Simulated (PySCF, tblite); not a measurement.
# CHNO: deprotonation, part 2 of 2

tblite 0.8.0 and PySCF 2.14.0. Atoms count from 0.

## (16) Single point (CHNO): wavefunction

Geometry: PBE0-D3(BJ)/ma-def2-SVP.

Job settings and geometry (Å):

```
{"job": {"kind": "sp", "xc": "MP2", "basis": "ma-def2-TZVP", "grid": 2}, "charge": 0, "multiplicity": 1}
N      1.588753    -0.272393     0.001938
C      0.451407    -0.048060    -0.033994
O     -0.808782     0.214317    -0.004483
H     -1.208150     0.115587    -0.880743
```

Method: wavefunction single point, frozen core, gas phase.

Output:

```text
final grid: 38784 points
cycle   1  E = -167.7003493334  dE =  5.504e-01  |g| = 6.100e-01  |ddm| = 1.622e+00
cycle   2  E = -167.7467576982  dE = -4.641e-02  |g| = 4.946e-01  |ddm| = 6.208e-01
cycle   3  E = -167.7943671254  dE = -4.761e-02  |g| = 6.838e-02  |ddm| = 3.059e-01
cycle   4  E = -167.7960328640  dE = -1.666e-03  |g| = 3.154e-02  |ddm| = 6.802e-02
cycle   5  E = -167.7963843552  dE = -3.515e-04  |g| = 1.045e-02  |ddm| = 4.238e-02
cycle   6  E = -167.7964315066  dE = -4.715e-05  |g| = 3.467e-03  |ddm| = 1.655e-02
cycle   7  E = -167.7964388048  dE = -7.298e-06  |g| = 1.088e-03  |ddm| = 7.527e-03
cycle   8  E = -167.7964398010  dE = -9.961e-07  |g| = 4.747e-04  |ddm| = 1.681e-03
cycle   9  E = -167.7964401169  dE = -3.159e-07  |g| = 2.265e-04  |ddm| = 8.912e-04
cycle  10  E = -167.7964401979  dE = -8.105e-08  |g| = 5.099e-05  |ddm| = 6.313e-04
cycle  11  E = -167.7964402007  dE = -2.805e-09  |g| = 1.023e-05  |ddm| = 1.202e-04
converged SCF energy = -167.7964402007
E(HF, exact integrals) = -167.7965127268
E(MP2) = -168.3689318388
```

Wall time 1.7 s (1 thread of Arm Neoverse V2, shared host).

## (17) Single point (CNO−): wavefunction

Geometry: PBE0-D3(BJ)/ma-def2-SVP.

Job settings and geometry (Å):

```
{"job": {"kind": "sp", "xc": "MP2", "basis": "ma-def2-TZVP", "grid": 2}, "charge": -1, "multiplicity": 1}
N      1.595969    -0.276856    -0.021918
C      0.427292    -0.039356    -0.020579
O     -0.769801     0.204066    -0.019211
```

Method: wavefunction single point, frozen core, gas phase.

Output:

```text
final grid: 33408 points
cycle   1  E = -167.1929513149  dE =  3.098e-01  |g| = 6.431e-01  |ddm| = 1.538e+00
cycle   2  E = -167.2427882264  dE = -4.984e-02  |g| = 4.535e-01  |ddm| = 6.164e-01
cycle   3  E = -167.2782107538  dE = -3.542e-02  |g| = 3.811e-02  |ddm| = 2.453e-01
cycle   4  E = -167.2789589875  dE = -7.482e-04  |g| = 1.443e-02  |ddm| = 6.742e-02
cycle   5  E = -167.2790131567  dE = -5.417e-05  |g| = 6.645e-03  |ddm| = 1.931e-02
cycle   6  E = -167.2790289758  dE = -1.582e-05  |g| = 1.940e-03  |ddm| = 7.866e-03
cycle   7  E = -167.2790304921  dE = -1.516e-06  |g| = 4.605e-04  |ddm| = 3.721e-03
cycle   8  E = -167.2790305829  dE = -9.075e-08  |g| = 1.265e-04  |ddm| = 7.336e-04
cycle   9  E = -167.2790305905  dE = -7.680e-09  |g| = 2.588e-05  |ddm| = 1.962e-04
converged SCF energy = -167.2790305905
E(HF, exact integrals) = -167.2791188823
E(MP2) = -167.8627600775
```

Run time: 1.4 s. Hardware: 1 thread of Arm Neoverse V2, shared host.

## (18) Deprotonation: MP2/ma-def2-TZVP

This step combines the energies above: geometries from PBE0-D3(BJ)/ma-def2-SVP, zero-point and thermal terms from PBE0-D3(BJ)/ma-def2-SVP.

Job settings and geometry (Å):

```
{"job": {"kind": "ac", "geom": {"xc": "PBE0", "basis": "ma-def2-SVP", "d3": "d3bj", "grid": 1}, "hess": 1, "level": {"xc": "MP2", "basis": "ma-def2-TZVP"}}, "charge": 0, "multiplicity": 1}
N      1.588753    -0.272393     0.001938
C      0.451407    -0.048060    -0.033994
O     -0.808782     0.214317    -0.004483
H     -1.208150     0.115587    -0.880743
```

Output (the driver's rows laid out field by field):

```text
deprotonation site by site, MP2/ma-def2-TZVP // PBE0-D3(BJ)/ma-def2-SVP

row 1
  formula                 CNO
  charge                  -1
  multiplicity            1
  smiles                  N#C[O-]
  kept                    yes
  pieces                  1
  point_group             Cinfv
  atom                    2
  element                 O
  electronic              1328.95
  enthalpy                1304.92
  free_energy             1278.95
  share_gas               1.0
```

Run time: 3.1 s. Hardware: 1 thread of Arm Neoverse V2, shared host.

Energy needed to remove a proton (kJ/mol, gas phase, 298 K for the thermal columns):

```
site  product  electronic  enthalpy  free energy
  O2  N#C[O-]      1329.0    1304.9       1279.0
```

## (19) Single point (CHNO): HF/ma-def2-TZVP

Geometry: PBE0-D3(BJ)/ma-def2-SVP.

Job settings and geometry (Å):

```
{"job": {"kind": "sp", "xc": "HF", "basis": "ma-def2-TZVP", "grid": 2}, "charge": 0, "multiplicity": 1}
N      1.588753    -0.272393     0.001938
C      0.451407    -0.048060    -0.033994
O     -0.808782     0.214317    -0.004483
H     -1.208150     0.115587    -0.880743
```

Output:

```text
final grid: 38784 points
cycle   1  E = -167.7003493334  dE =  5.504e-01  |g| = 6.100e-01  |ddm| = 1.622e+00
cycle   2  E = -167.7467576982  dE = -4.641e-02  |g| = 4.946e-01  |ddm| = 6.208e-01
cycle   3  E = -167.7943671254  dE = -4.761e-02  |g| = 6.838e-02  |ddm| = 3.059e-01
cycle   4  E = -167.7960328640  dE = -1.666e-03  |g| = 3.154e-02  |ddm| = 6.802e-02
cycle   5  E = -167.7963843552  dE = -3.515e-04  |g| = 1.045e-02  |ddm| = 4.238e-02
cycle   6  E = -167.7964315066  dE = -4.715e-05  |g| = 3.467e-03  |ddm| = 1.655e-02
cycle   7  E = -167.7964388048  dE = -7.298e-06  |g| = 1.088e-03  |ddm| = 7.527e-03
cycle   8  E = -167.7964398010  dE = -9.961e-07  |g| = 4.747e-04  |ddm| = 1.681e-03
cycle   9  E = -167.7964401169  dE = -3.159e-07  |g| = 2.265e-04  |ddm| = 8.912e-04
cycle  10  E = -167.7964401979  dE = -8.105e-08  |g| = 5.099e-05  |ddm| = 6.313e-04
cycle  11  E = -167.7964402007  dE = -2.805e-09  |g| = 1.023e-05  |ddm| = 1.202e-04
converged SCF energy = -167.7964402007
```

It took 0.31 s on 1 thread of Arm Neoverse V2, shared host.

## (20) Single point (CNO−): HF/ma-def2-TZVP

Geometry: PBE0-D3(BJ)/ma-def2-SVP.

Job settings and geometry (Å):

```
{"job": {"kind": "sp", "xc": "HF", "basis": "ma-def2-TZVP", "grid": 2}, "charge": -1, "multiplicity": 1}
N      1.595969    -0.276856    -0.021918
C      0.427292    -0.039356    -0.020579
O     -0.769801     0.204066    -0.019211
```

Output:

```text
final grid: 33408 points
cycle   1  E = -167.1929513149  dE =  3.098e-01  |g| = 6.431e-01  |ddm| = 1.538e+00
cycle   2  E = -167.2427882264  dE = -4.984e-02  |g| = 4.535e-01  |ddm| = 6.164e-01
cycle   3  E = -167.2782107538  dE = -3.542e-02  |g| = 3.811e-02  |ddm| = 2.453e-01
cycle   4  E = -167.2789589875  dE = -7.482e-04  |g| = 1.443e-02  |ddm| = 6.742e-02
cycle   5  E = -167.2790131567  dE = -5.417e-05  |g| = 6.645e-03  |ddm| = 1.931e-02
cycle   6  E = -167.2790289758  dE = -1.582e-05  |g| = 1.940e-03  |ddm| = 7.866e-03
cycle   7  E = -167.2790304921  dE = -1.516e-06  |g| = 4.605e-04  |ddm| = 3.721e-03
cycle   8  E = -167.2790305829  dE = -9.075e-08  |g| = 1.265e-04  |ddm| = 7.336e-04
cycle   9  E = -167.2790305905  dE = -7.680e-09  |g| = 2.588e-05  |ddm| = 1.962e-04
converged SCF energy = -167.2790305905
```

Run time: 0.25 s. Hardware: 1 thread of Arm Neoverse V2, shared host.

## (21) Deprotonation: HF/ma-def2-TZVP

This step combines the energies above: geometries from PBE0-D3(BJ)/ma-def2-SVP, zero-point and thermal terms from PBE0-D3(BJ)/ma-def2-SVP.

Job settings and geometry (Å):

```
{"job": {"kind": "ac", "geom": {"xc": "PBE0", "basis": "ma-def2-SVP", "d3": "d3bj", "grid": 1}, "hess": 1, "level": {"xc": "HF", "basis": "ma-def2-TZVP"}}, "charge": 0, "multiplicity": 1}
N      1.588753    -0.272393     0.001938
C      0.451407    -0.048060    -0.033994
O     -0.808782     0.214317    -0.004483
H     -1.208150     0.115587    -0.880743
```

Output (the driver's rows laid out field by field):

```text
deprotonation site by site, HF/ma-def2-TZVP // PBE0-D3(BJ)/ma-def2-SVP

row 1
  formula                 CNO
  charge                  -1
  multiplicity            1
  smiles                  N#C[O-]
  kept                    yes
  pieces                  1
  point_group             Cinfv
  atom                    2
  element                 O
  electronic              1358.46
  enthalpy                1334.42
  free_energy             1308.46
  share_gas               1.0
```

Wall time 0.62 s (1 thread of Arm Neoverse V2, shared host).

Energy needed to remove a proton (kJ/mol, gas phase, 298 K for the thermal columns):

```
site  product  electronic  enthalpy  free energy
  O2  N#C[O-]      1358.5    1334.4       1308.5
```

## (22) Summary of results

This closing draws on all 2 parts.

```
                                           quantity                     value
          strongest single infrared mode (GFN2-xTB)     2473 cm⁻¹, 431 km/mol
                       zero-point energy (GFN2-xTB)             13.0 kcal/mol
                                        point group                        Cs
               rotational constants (main isotopes)  682.54, 10.69, 10.52 GHz
              surface potential, 1st and 99th percentile        -1.77 V and 4.05 V
ΔH of deprotonation, O2 (wB97X-D3(BJ)/ma-def2-TZVP)             1319.7 kJ/mol
     ΔH of deprotonation, O2 (CCSD(T)/ma-def2-TZVP)             1320.9 kJ/mol
         ΔH of deprotonation, O2 (MP2/ma-def2-TZVP)             1304.9 kJ/mol
          ΔH of deprotonation, O2 (HF/ma-def2-TZVP)             1334.4 kJ/mol
```

**Reading.** No mode is imaginary among the 6: a minimum at this level. The strongest single mode, at 2473 cm⁻¹, moves mainly C1 and N0. Unscaled tight-binding wavenumbers are off by several per cent, some by more. Its intensities can rank the bands wrongly. Relaxing lowered the energy by 0.026 eV in 2 steps; the close pair that moved most is N0–C1, from 1.142 to 1.160 Å (PBE0/ma-def2-SVP). The ΔH of deprotonation at O2 is 1319.7 kJ/mol at wB97X-D3(BJ)/ma-def2-TZVP; zero-point and thermal terms move it by -24.0 kJ/mol from the electronic value.
